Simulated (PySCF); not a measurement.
formic acid cation (CH2O2), SMILES O=CO (connectivity only; charge and spin as stated), charge +1, multiplicity 2. The structure is a stationary point at PBE-D3(BJ)/def2-TZVP. The spin state was assumed, not searched. Other conformers were not sampled.

Level of theory: PBE-D3(BJ)/def2-TZVP in PySCF.

Harmonic wavenumbers (cm⁻¹): 387, 693, 941, 1129, 1172, 1310, 1474, 2850, 3468. Rotational constants (GHz): 77.41, 12.00, 10.39; symmetry number 1.

**Question.** Work out the zero-point energy and the ideal-gas rigid-rotor harmonic-oscillator thermochemistry at 298.15 K and 1 atm.

**Answer.** ZPE = ½ Σ hcν = ½ × 13424 cm⁻¹ = 19.19 kcal/mol. H − E(el) = 21.90 kcal/mol. Entropy in cal/(mol K): translation 37.40, rotation 21.04, vibration 1.59, spin 1.38, total 61.41. G − E(el) = 3.59 kcal/mol. Cp = 11.44 cal/(mol K).
